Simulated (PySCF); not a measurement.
**Basis-set dependence of population analyses: `CC(C)Cl`**

Compound: C3H7Cl.
Bonds: C1–C2, C2–C3, C2–Cl4. Hydrogens: H5, H6, H7 on C1; H8 on C2; H9, H10, H11 on C3.

PBE0 throughout (PySCF), one geometry, spherical d and f functions. Isolated species at its PBE0-D3(BJ)/def2-SVP geometry, gas phase. Atoms taken as equivalent share a column and are averaged.

Mulliken charges (e):

```
      basis  functions   C1/C3      C2     Cl4  H5 (×6)      H8
   pcSseg-0         54  -0.549  -0.648  -0.023   +0.243  +0.309
    cc-pVDZ         95  -0.023  -0.235  -0.135   +0.056  +0.082
aug-cc-pVDZ        159  +0.721  -0.541  -0.152   -0.094  -0.186
   IGLO-III        219  -0.365  -0.148  -0.037   +0.129  +0.139
    cc-pVTZ        222  -0.269  -0.032  -0.186   +0.106  +0.121
```

IAO charges (e):

```
      basis  functions   C1/C3      C2     Cl4  H5 (×6)      H8
   pcSseg-0         54  -0.422  -0.102  -0.135   +0.153  +0.166
    cc-pVDZ         95  -0.414  -0.055  -0.147   +0.146  +0.152
aug-cc-pVDZ        159  -0.425  -0.055  -0.153   +0.150  +0.156
   IGLO-III        219  -0.427  -0.063  -0.143   +0.151  +0.156
    cc-pVTZ        222  -0.427  -0.060  -0.147   +0.151  +0.156
```

Some averages cover members that differ in this geometry, most widely: H5 (×6), Mulliken in aug-cc-pVDZ -0.123 to -0.064; H5 (×6), Mulliken in IGLO-III +0.108 to +0.142 e.

Q: Which scheme is steadiest as the basis changes?

A: Largest range over the bases for any column: IAO 0.05 e, Mulliken 1.27 e. IAO charges move least and Mulliken charges most, counted in e.

Q: How much do the charges still move between the two largest bases, IGLO-III and cc-pVTZ?

A: At most, over all atoms: Mulliken 0.149 e, IAO 0.005 e.

Q: What do the same runs give for the total energy, the frontier levels and the dipole moment?

A: 
| basis | energy (Eh) | HOMO (eV) | LUMO (eV) | μ (D) |
| --- | --- | --- | --- | --- |
| pcSseg-0 | -577.6492 | -8.21 | 1.23 | 2.48 |
| cc-pVDZ | -578.4524 | -8.15 | 1.16 | 2.17 |
| aug-cc-pVDZ | -578.4624 | -8.30 | -0.11 | 2.26 |
| IGLO-III | -578.4997 | -8.22 | 0.64 | 2.03 |
| cc-pVTZ | -578.5046 | -8.26 | 0.84 | 2.19 |

The dipole is fixed by the density alone, so its range of 0.45 D shows that the density itself changes with the basis, not only its division among atoms.
